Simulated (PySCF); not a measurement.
Atom-mapped SMILES (the numbers label the heavy atoms): `[CH3:1][O:2][CH2:3][CH:4]([CH3:5])[CH3:6]` (H(Xn): hydrogen on atom n).

GIAO PBE0/pcSseg-1 shifts (PySCF 2.14, gas phase, non-relativistic, equivalent atoms averaged), each against references optimised in the same way as the molecule (TMS, H2O).

On the GFN2-xTB geometry: C3 84.6, C1 61.5, C4 33.5, C5/C6 21.3, O2 28.5, H(C1) 3.54, H(C3) 3.08, H(C4) 1.73, H(C5)/H(C6) 0.93 ppm.

Problem. What changes on the PBE0-D3(BJ)/def2-SVP geometry?

Solution. 
| atoms | δ (ppm) | change |
| --- | --- | --- |
| C3 | 81.2 | -3.4 |
| C1 | 59.4 | -2.1 |
| C4 | 30.9 | -2.6 |
| C5/C6 | 20.5 | -0.8 |
| O2 | 25.2 | -3.3 |
| H(C1) | 3.30 | -0.24 |
| H(C3) | 2.77 | -0.31 |
| H(C4) | 1.59 | -0.14 |
| H(C5)/H(C6) | 0.86 | -0.07 |

Bonds between heavy atoms that differ most (equivalent bonds averaged): O2–C3 1.410 → 1.397 Å, C1–O2 1.401 → 1.391 Å, C3–C4 1.529 → 1.519 Å, C4–C5 1.526 → 1.523 Å. Mean change of bonds to hydrogen: C–H +0.012 Å.
